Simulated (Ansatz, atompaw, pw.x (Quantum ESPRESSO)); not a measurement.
What a changed setting does to a pw.x run (fcc N)

Potential: PAW, atompaw 4.2.0.5, PBEsol; core [He], reference 2s2 2p3; waves: 2s (bound); 2s channel at -0.05 Ry; 2p (bound); 2p channel at 1.35 Ry; 3d channel at 0.45 Ry; 3d channel at 2.9 Ry; local part: bessel scheme, radius 1.70 bohr; core correction: smooth core density matched at 1.42 bohr; augmentation: sinc compensation charge, radius 1.42 bohr; PAW radius 1.74 bohr; waves and projectors: bloechl.

The reference run (k-mesh 18³, cutoffs 55/550 Ry, Fermi–Dirac 0.01 Ry, mixing_beta 0.4, conv_thr 1e-9, no spin) gives 1.69 GPa at 7.215 Å³/atom, where all-electron LAPW gives 0.53 GPa. This run, with its own iteration cap, changes startingwfc to random.

```
&control
  calculation='scf', prefix='x', pseudo_dir='./', outdir='./tmp', tstress=.true., disk_io='none'
/
&system
  ibrav=0, nat=1, ntyp=1, ecutwfc=55, ecutrho=550, nbnd=9,
  occupations='smearing', smearing='fd', degauss=0.01
/
&electrons
  conv_thr=1e-09, mixing_beta=0.4, electron_maxstep=50, startingwfc='random'
/
ATOMIC_SPECIES
N 1.0 N.UPF
CELL_PARAMETERS angstrom
  0.00000000 1.53368245 1.53368245
  1.53368245 0.00000000 1.53368245
  1.53368245 1.53368245 0.00000000
ATOMIC_POSITIONS crystal
N 0.0000 0.0000 0.0000
K_POINTS automatic
18 18 18 0 0 0
```

```bash
pw.x < N.scf.in > N.scf.out
```

Problem. How does the run end?

Solution. It converges in 9 iterations; the free energy moves by +0.0 meV/atom and the pressure by +0.00 GPa. The result is that of the reference run.

```
Message from routine setup:
     using ibrav=0 with symmetry is DISCOURAGED, use correct ibrav instead
     lattice parameter (alat)  =       4.0987  a.u.
     unit-cell volume          =      48.6892 (a.u.)^3
     number of electrons       =         5.00
     number of Kohn-Sham states=            9
     kinetic-energy cutoff     =      55.0000  Ry
     charge density cutoff     =     550.0000  Ry
     scf convergence threshold =      1.0E-09
     Exchange-correlation= SLA PW PSX PSC
     number of k points=   195  Fermi-Dirac smearing, width (Ry)=  0.0100
     iteration #  1     ecut=    55.00 Ry     beta= 0.40
     total energy              =     -27.48714002 Ry
     estimated scf accuracy    <       0.00270719 Ry
     iteration #  2     ecut=    55.00 Ry     beta= 0.40
     total energy              =     -27.48616796 Ry
     estimated scf accuracy    <       0.00010045 Ry
     iteration #  3     ecut=    55.00 Ry     beta= 0.40
     c_bands:  1 eigenvalues not converged
     total energy              =     -27.48682872 Ry
     estimated scf accuracy    <       0.00009647 Ry
     [... 3 iterations left out ...]
     iteration #  7     ecut=    55.00 Ry     beta= 0.40
     total energy              =     -27.48685958 Ry
     estimated scf accuracy    <       0.00000003 Ry
     iteration #  8     ecut=    55.00 Ry     beta= 0.40
     total energy              =     -27.48685961 Ry
     estimated scf accuracy    <       0.00000004 Ry
     iteration #  9     ecut=    55.00 Ry     beta= 0.40
     the Fermi energy is     8.9612 ev
!    total energy              =     -27.48685961 Ry
     estimated scf accuracy    <          1.9E-12 Ry
     smearing contrib. (-TS)   =      -0.00295071 Ry
     The total energy is F=E-TS. E is the sum of the following terms:
     one-electron contribution =       3.60224162 Ry
     hartree contribution      =       1.70741787 Ry
     xc contribution           =      -4.64998969 Ry
     ewald contribution        =     -19.77433892 Ry
     one-center paw contrib.   =      -8.36923978 Ry
     convergence has been achieved in   9 iterations
          total   stress  (Ry/bohr**3)                   (kbar)     P=       16.85
     Message from routine punch:
     Nothing written, as per user request (disk_io='none')
```

The run took about 7 s on one core of a shared host (Intel(R) Xeon(R) 6975P-C, 192 threads, 1512 GiB, load 49).
